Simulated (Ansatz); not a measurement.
Input file:

```yaml
crystal:
  periodic: [false, false, false]
  atoms:
    - {symbol: Si, position_ang: [-1.856460, 0.000000, 0.000000]}
    - {symbol: H, position_ang: [-2.351332, 1.399708, 0.000001]}
    - {symbol: H, position_ang: [-2.351331, -0.699854, 1.212183]}
    - {symbol: H, position_ang: [-2.351332, -0.699854, -1.212182]}
    - {symbol: H, position_ang: [0.453540, 0.000000, 0.000000]}
    - {symbol: S, position_ang: [1.833540, 0.000000, 0.000000]}
basis:
  gaussian: {orbitals: cc-pVDZ}
magnetization: {spin_polarized: false, initial_magnetization: 2}
correlation: {method: ccsdt_q, electrons: outside_noble_gas}
```

```sh
$ ansatz run in.yaml --threads 1 --pin off --events-out ev --progress --plain --max-ram 2393MiB
```

Roughly how long does this take on 1 thread of Arm Neoverse V2, shared host, and how much host memory?

75 s wall and 0.92 GiB.

```
1055 factors; integrals over basis functions are off by at most 1.8e-7 eV
mean field evaluation 1: about -18739.5181 eV, gradient 1.1e1 eV
mean field evaluation 2: about -18739.5200 eV, gradient 1.1e1 eV
mean field evaluation 4: about -18740.4321 eV, gradient 1.0e0 eV
mean field evaluation 8: about -18740.4428 eV, gradient 1.3e-3 eV
mean field evaluation 16: about -18740.4428 eV, gradient 3.1e-8 eV
mean field evaluation 32: about -18740.4428 eV, gradient 1.3e-2 eV
mean field evaluation 64: about -18740.4421 eV, gradient 5.1e-1 eV
mean field evaluation 96: about -18736.8745 eV, gradient 7.8e0 eV
mean field evaluation 128: about -18737.1291 eV, gradient 7.8e-4 eV
mean field -18740.44276528 eV, -688.6985688958 hartree, gradient 3.4e-6 eV, S^2 2.000000; 6 other end points of the search recorded, 0 dependent functions left out
mean field evaluation 160: about -18740.6121 eV, gradient 1.3e-4 eV
determinant -18740.44276528 eV, -688.6985688958 hartree, with singles and doubles -18747.66720227 eV, -688.9640620582 hartree
determinant -18737.12914068 eV, -688.5767954375 hartree, with singles and doubles -18744.49921153 eV, -688.8476405458 hartree
10 core orbitals not correlated: weight in the atoms' cores, before any rotation towards them, 1.000 or more for the frozen orbitals, at most 0.000 for the correlated occupied ones
reference -18740.44276528 eV, -688.6985688958 hartree; 8, 6 occupied and 38, 40 virtual orbitals, 1055 factors
second order -5.84007281 eV of doubles, -0.10407603 eV of singles
cycle   1  -6.89598964 eV  change   -9.5e-1 eV  update   7.4e-2
cycle   2  -7.35386629 eV  change   -4.6e-1 eV  update   3.0e-2
cycle   3  -7.38990062 eV  change   -3.6e-2 eV  update   1.1e-2
cycle   4  -7.39363057 eV  change   -3.7e-3 eV  update   4.9e-3
cycle   5  -7.39373082 eV  change   -1.0e-4 eV  update   2.0e-3
cycle   6  -7.39255220 eV  change    1.2e-3 eV  update   9.2e-4
cycle   7  -7.39258415 eV  change   -3.2e-5 eV  update   4.4e-4
cycle   8  -7.39297466 eV  change   -3.9e-4 eV  update   2.0e-4
cycle   9  -7.39298289 eV  change   -8.2e-6 eV  update   7.4e-5
cycle  10  -7.39292206 eV  change    6.1e-5 eV  update   3.3e-5
cycle  11  -7.39291505 eV  change    7.0e-6 eV  update   1.7e-5
cycle  12  -7.39292235 eV  change   -7.3e-6 eV  update   6.9e-6
cycle  13  -7.39292980 eV  change   -7.5e-6 eV  update   3.6e-6
cycle  14  -7.39293335 eV  change   -3.5e-6 eV  update   1.5e-6
cycle  15  -7.39293364 eV  change   -2.9e-7 eV  update   6.4e-7
perturbative correction -0.00672168 eV, -0.0002470172 hartree
Total energy: -18747.84242061 eV, -688.9705012133 hartree
```

For the same geometry and basis UCCSDT(Q) lies 0.5 meV lower.
